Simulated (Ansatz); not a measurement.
# PNHO+ (triplet): wave-function methods side by side, def2-QZVPP

The task here is to estimate one member of a computed series from the others.

Method: def2-QZVPP, core rule «outside noble gas», up to 7 orbitals frozen; program: Ansatz 0.2.0, Gaussian basis.

Plan: UHF; ROHF; CCSD(T) on UHF.

2 further runs of the same task are left out: 2 set aside as unsound or not needed.

## The system

The geometry is a PBE0/def2-TZVP stationary point (not a proven minimum) of the parent state, kept for this charge and spin.

4 atoms, charge 1, spin multiplicity 3.

Atoms are counted from 1 here; the program's logs count them from 0.

Bond lengths: N1–P2 1.551 Å, N1–H4 1.015 Å, P2–O3 1.467 Å. Angles: P2–N1–H4 117.5°, N1–P2–O3 126.9°.

Set-up of the first run:

File in.yaml:

```yaml
crystal:
  periodic: [false, false, false]
  atoms:
    - {symbol: N, position_ang: [0.000000, -0.385084, 1.371493]}
    - {symbol: P, position_ang: [0.000000, 0.327392, -0.005904]}
    - {symbol: O, position_ang: [0.000000, -0.309237, -1.327958]}
    - {symbol: H, position_ang: [0.000000, 0.199224, 2.201813]}
basis:
  gaussian: {orbitals: "def2-QZVPP.json"}
total_charge: 1
magnetization: {spin_polarized: true, initial_magnetization: 2}
hamiltonian: {xc: hf}
output: {orbitals: {seedname: orbitals}}
```

On the command line:

```bash
> ansatz run in.yaml --threads 1 --pin off --events-out ev --progress --plain --max-ram 2393MiB
```

Steps of the session up to this table: UHF; ROHF; CCSD(T) on UHF.

One table of the session follows, with a row left open; its other results are not shown here.

It belongs to the step «Misses and costs». 

```
  method  from UCCSD(T) (meV)
    ROHF                    ?
     UHF             +16222.7
    UMP2              +1800.5
   UCCSD               +834.1
UCCSD(T)                    0
```

Q: Estimate the row for ROHF from the others.

As computed: from UCCSD(T) (meV): +16759.5. In the column «from UCCSD(T) (meV)» it is the highest.

Limits of these values: Warnings: spin contamination; coupled cluster took another determinant than the lowest.
